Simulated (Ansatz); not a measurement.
Job for Ansatz (an electronic-structure program): R-CCSD(T)/aug-cc-pVTZ on ethylene (SMILES C=C), atoms moved off the minimum.

Ansatz 0.2 input:
```yaml
crystal:
  periodic: [false, false, false]
  atoms:
    - {symbol: C, position_ang: [-0.62828493, -0.01938483, -0.16987161]}
    - {symbol: C, position_ang: [0.74203898, -0.06304536, 0.02919645]}
    - {symbol: H, position_ang: [-1.23910363, 0.84018682, 0.09400055]}
    - {symbol: H, position_ang: [-1.08029957, -0.96738812, -0.29626181]}
    - {symbol: H, position_ang: [1.32961805, -0.80611499, -0.19434997]}
    - {symbol: H, position_ang: [1.16350563, 1.03271098, 0.20686408]}
basis:
  gaussian:
    orbitals: aug-cc-pVTZ
magnetization: {spin_polarized: false}
correlation: {method: ccsd_t, electrons: outside_noble_gas}
scf: {lower_state_search: off}
output: {forces: true}
```

**Question.** Give the final energy of this run.

**Answer.** -78.4190 hartree (reference determinant -78.0352, T1 diagnostic 0.012).

**Question.** How many basis functions does it have, and what does it roughly cost on one machine?

**Answer.** 184 functions; very roughly 5 core-minutes.
